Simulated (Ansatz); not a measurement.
C2ClF3 (`FC(F)=C(F)Cl`), charge 0, multiplicity 1.

Q: Give a relaxed structure at PBE0-D4/def2-TZVP (the Gaussian-basis code of Ansatz). (An estimate is asked.)

A: Computed: 
```xyz
6

F     0.7276    1.4049    0.8763
C    -0.1019    0.4660    0.4989
F    -1.2153    0.4758    1.1830
C     0.1656   -0.3950   -0.4708
F     1.3204   -0.3369   -1.1166
Cl   -0.8964   -1.6147   -0.9707
```
Point group Cs.
